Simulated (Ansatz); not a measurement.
Process, species as SMILES: [CH2]N (CH2-NH2) → C atom + 4 H atom + N atom
B3LYP-D3(BJ)/def2-TZVP geometries, fixed; electronic energies without zero-point terms.

Basis-set convergence of the atomisation energy at HF with Ansatz (a quantum-chemistry and plane-wave program). Cartesian d functions, on some or all atoms, in 6-31G*, 6-31+G*; all else is spherical. Open shells are unrestricted. No added dispersion term, no relativity. Functions are those of the species that has most. Reference: the value in aug-pcseg-3, 340.95 kcal/mol, itself unsure by roughly 0.61 kcal/mol (its mean distance from aug-cc-pVQZ, def2-QZVPPD, pcseg-3). Deviations are taken from unrounded values.

| basis | functions | atomisation energy (kcal/mol) | minus reference (kcal/mol) |
|---|---|---|---|
| STO-3G | 14 | 382.99 | 42.04 |
| 3-21G | 26 | 307.96 | -32.99 |
| 6-31G | 26 | 310.94 | -30.00 |
| pcseg-0 | 26 | 306.27 | -34.68 |
| 6-31G* | 38 | 330.42 | -10.52 |
| 6-31+G* | 46 | 331.61 | -9.34 |
| pcseg-1 | 48 | 335.63 | -5.32 |
| 6-311G** | 60 | 334.20 | -6.74 |
| 6-311+G** | 68 | 335.89 | -5.06 |
| cc-pVTZ | 116 | 338.15 | -2.80 |
| jun-cc-pV(T+d)Z | 134 | 339.15 | -1.80 |
| def2-TZVPPD | 142 | 339.46 | -1.48 |
| 6-311++G(3df,3pd) | 150 | 340.37 | -0.58 |
| aug-cc-pVTZ | 184 | 339.36 | -1.59 |
| aug-pcseg-2 | 184 | 340.82 | -0.13 |
| cc-pVQZ | 230 | 339.56 | -1.39 |
| def2-QZVPPD | 258 | 340.00 | -0.94 |
| aug-pcseg-3 | 366 | 340.95 | 0.00 |
